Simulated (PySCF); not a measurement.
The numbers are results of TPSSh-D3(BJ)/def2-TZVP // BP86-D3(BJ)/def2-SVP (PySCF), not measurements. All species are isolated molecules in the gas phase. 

Reference species (SMILES): `N` (neutral, multiplicity 1).

```yaml
dipole_moment: 1.81 D
HOMO–LUMO gap: 7.58 eV
```

Changed species: `CN(C)C` (free base N(CH3)3; the reference has free base NH3).

Q: Give the shifts of the dipole moment and HOMO–LUMO gap.

A: the dipole moment falls by 1.38 D, to 0.43 D; the HOMO–LUMO gap decreases by 1.27 eV, to 6.31 eV.
